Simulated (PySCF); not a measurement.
Compound: 1,1,1-trifluoroethane, C2H3F3.
Numbering: `[CH3:1][C:2]([F:3])([F:4])[F:5]` (hydrogens: H6, H7, H8 on C1)

The closed-shell ground state was solved at several levels (PySCF, density fitting, gas phase, non-relativistic). Geometry: GFN2-xTB; no solvent, vibrations or thermal averaging.

```json
{"level": "PBE0/pcSseg-1", "basis functions": "100", "total energy (Eh)": "-377.1622", "HOMO (eV)": "-10.96", "LUMO (eV)": "1.68", "gap (eV)": "12.64", "dipole (D)": "2.36"}
{"level": "PBE0/def2-SVPD", "basis functions": "133", "total energy (Eh)": "-376.9307", "HOMO (eV)": "-11.11", "LUMO (eV)": "0.69", "gap (eV)": "11.80", "dipole (D)": "2.43"}
```

Q: What might B3LYP/pcJ-1 (165 basis functions) give for the same quantities?

A: Total energy -377.5724 Eh, HOMO -10.69 eV, LUMO 1.33 eV, gap 12.02 eV, dipole 2.35 D.

Q: Over all these levels, which gives the widest orbital gap and which the narrowest?

A: PBE0/pcSseg-1 has the widest, 12.64 eV, and PBE0/def2-SVPD the narrowest, 11.80 eV. The two share the functional. From the narrowest to the widest the HOMO moves by +0.15 eV and the LUMO by +0.99 eV.

Q: How far do the dipole and the HOMO energy spread over the levels?

A: The dipole runs from 2.35 to 2.43 D (mean 2.38 D) and the HOMO from -11.11 to -10.69 eV.
